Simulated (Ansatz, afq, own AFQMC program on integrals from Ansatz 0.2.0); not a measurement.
**Where AFQMC and coupled cluster stand for NH$_{3}$⁺, quartet**

| atom | x (Å) | y (Å) | z (Å) |
| --- | --- | --- | --- |
| N | 0.0000 | 0.0000 | 0.0000 |
| H | 1.0240 | 0.0138 | -0.0001 |
| H | -0.5239 | 0.8799 | -0.0028 |
| H | -0.5001 | -0.8937 | 0.0028 |

Basis cc-pVDZ. Only valence electrons are correlated. AFQMC by an in-house program on the Cholesky factors that Ansatz 0.2.0 writes for its CCSD(T) run. The CISD trial takes its coefficients from CCSD amplitudes. Released means that phaseless walkers are propagated on without the constraint, phases kept. Free AFQMC starts from the CCSD state and is never constrained. Its projection time is finite, and what remains of the start isn't in its error. ± is one standard error of the sampling.

Determinant: UHF, the one that the program's search chose, which needn't be the lowest solution. The geometry is a PBE0/def2-TZVP stationary point of this or a neighbouring charge and spin state.

No full CI on the walks' own integrals is used here; CCSDT(Q) serves as the reference and is uncertain by about the last step of the cluster series.

Cautions: another spin lies lower (by 14.77 eV); strong correlation (T1 0.057, weight of the determinant 0.89, largest double 0.11).

* T1 diagnostic: 0.0570
* weight of the determinant in the CISD state: 0.892
* ⟨S²⟩ of the determinant: 3.758
* size of the correlated space: 7 electrons in 28 orbitals

Reference: CCSDT(Q), correlation energy -4.022 eV. The released energy is read at 2.40 1/Eh (meV from the phaseless value at times in 1/Eh: 5 ± 10 at 0.24, -6 ± 11 at 0.51, -10 ± 11 at 0.99, 7 ± 12 at 1.62, 0 ± 13 at 2.40).

```csv
level,E − E(reference) (kJ/mol),share of correlation (%)
HF,388.0,0.00
MP2,81.2,79.07
CCSD,15.0,96.15
CCSD(T),5.3,98.63
CCSDT,0.6,99.83
ph-AFQMC/HF,5.4 ± 3.1,98.61
ph-AFQMC/CISD,0.5 ± 0.9,99.87
released AFQMC,0.5 ± 1.3,99.86
free AFQMC,2.3 ± 1.4,99.40
```

Free projections are given only where their last times agree within the noise and don't stop above the reference; a slow remainder of the start can still hide under it. A walk keeps the symmetry of its determinant, which the program's search chose and which needn't be the lowest solution, so a lower state of the same spin and another symmetry isn't excluded. Released energies are given only where the last usable release times agree within the noise; a slower fall can still hide under it.
